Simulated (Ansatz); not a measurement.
# C2H3ClF2: the cost of one run

Program: Ansatz 0.2.0. Level of theory: the levels named in each step. These are calculated values, not measurements.

**1. The starting structure**

Bond lengths: F2–C3 1.334 Å, C3–C4 1.320 Å, C4–F5 1.341 Å, Cl1–H6 1.278 Å, C3–H7 1.079 Å, C4–H8 1.078 Å. Angles: F2–C3–C4 123.8°, F2–C3–H7 113.3°, C4–C3–H7 122.9°, C3–C4–F5 123.6°, C3–C4–H8 123.6°, F5–C4–H8 112.8°.

Structure file:

```xyz
8

Cl   -1.2574    2.2735   -1.0718
F     1.3981   -2.4702    1.1626
C     1.4914   -1.5591    0.1930
C     0.6157   -0.5885    0.0096
F    -0.4681   -0.4103    0.7791
H    -1.4637    1.4622   -0.1062
H     2.3594   -1.6902   -0.4337
H     0.6952    0.1455   -0.7755
```

**2. A rough first relaxation, PBE-D4/def2-SVP**

This run stands in another session on the same molecule. It ended at:

```xyz
8

Cl   -1.3306    2.2500   -0.9831
F     1.3114   -2.4323    1.2002
C     1.4726   -1.5550    0.2054
C     0.6230   -0.5455   -0.0352
F    -0.4770   -0.3304    0.7225
H    -1.3481    1.3141   -0.0777
H     2.3652   -1.7150   -0.4202
H     0.7542    0.1770   -0.8547
```

**3. Relaxation, HF/STO-3G**

input.yaml reads:

```yaml
crystal:
  periodic: [false, false, false]
  atoms:
    - { symbol: Cl, position_ang: [-1.3305887, 2.25004136, -0.98308629] }
    - { symbol: F, position_ang: [1.31138785, -2.43230621, 1.20018742] }
    - { symbol: C, position_ang: [1.4725515, -1.55497048, 0.20537267] }
    - { symbol: C, position_ang: [0.62296618, -0.54546779, -0.03516689] }
    - { symbol: F, position_ang: [-0.47704195, -0.33042835, 0.7225053] }
    - { symbol: H, position_ang: [-1.3480699, 1.31405526, -0.07773742] }
    - { symbol: H, position_ang: [2.36516191, -1.71498493, -0.4202392] }
    - { symbol: H, position_ang: [0.75417311, 0.17700115, -0.8546856] }
basis:
  gaussian: { orbitals: STO-3G }
hamiltonian:
  xc: hf
relax:
  f_tol: 0.002
  max_steps: 150
```

Command:

```console
ansatz run input.yaml --threads 4 --pin off --max-ram 10240MiB --backend cpu --events-out ev --progress --plain --runs-dir out
```

Q: Estimate wall time and peak memory on 4 threads of Intel Xeon Platinum 8488C (Sapphire Rapids), shared host.

About 2 s, with a peak of 0.12 GiB.
